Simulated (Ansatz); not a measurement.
System (SMILES): [C-]#[NH+] (C-NH).
Geometry (B3LYP-D3(BJ)/def2-TZVP, fixed):
```xyz
3

C      0.0000     0.0000    -0.7364
N      0.0000     0.0000     0.4276
H      0.0000     0.0000     1.4250
```

Basis-set convergence of the dipole moment at PBE0 with Ansatz (a quantum-chemistry and plane-wave program). Dipoles come from the density behind the forces; the sign is taken along the dipole that this method gives in the largest set. Cartesian d functions, on some or all atoms, in 6-31G*; all else is spherical. The program fits the integrals of some runs and decomposes those of others, by size. No added dispersion term, no relativity. Reference: the value in aug-pcseg-3, 3.077 D. Deviations are taken from unrounded values.

```json
[
 {"basis": "def2-SV(P)", "functions": "30", "dipole moment (D)": "3.157", "minus reference (D)": "0.080"},
 {"basis": "6-31G*", "functions": "32", "dipole moment (D)": "2.993", "minus reference (D)": "-0.085"},
 {"basis": "cc-pVDZ", "functions": "33", "dipole moment (D)": "3.072", "minus reference (D)": "-0.005"},
 {"basis": "def2-SVP", "functions": "33", "dipole moment (D)": "3.151", "minus reference (D)": "0.074"},
 {"basis": "aug-pcseg-1", "functions": "55", "dipole moment (D)": "3.084", "minus reference (D)": "0.007"},
 {"basis": "6-311++G(2d,2p)", "functions": "64", "dipole moment (D)": "3.093", "minus reference (D)": "0.016"},
 {"basis": "def2-TZVPP", "functions": "76", "dipole moment (D)": "3.095", "minus reference (D)": "0.018"},
 {"basis": "d-aug-cc-pVTZ", "functions": "156", "dipole moment (D)": "3.079", "minus reference (D)": "0.001"},
 {"basis": "aug-cc-pVQZ", "functions": "206", "dipole moment (D)": "3.076", "minus reference (D)": "-0.001"}
]
```

The smallest set listed that lies within 0.05 D of the reference with all its larger relatives (same family, alike in diffuse functions; a set with none counts only in the reference's own line) is cc-pVDZ (33 functions, -0.005 D off). Inside, with no larger relative to test it: d-aug-cc-pVTZ, aug-cc-pVQZ. (Relatives not listed, tested too: cc-pVTZ 0.009, 6-311++G(3df,3pd) 0.003, aug-pcseg-2 0.004, cc-pVQZ 0.001, def2-QZVP -0.002, def2-QZVPP -0.002, aug-pcseg-3 0.000, cc-pV5Z -0.004 D.)
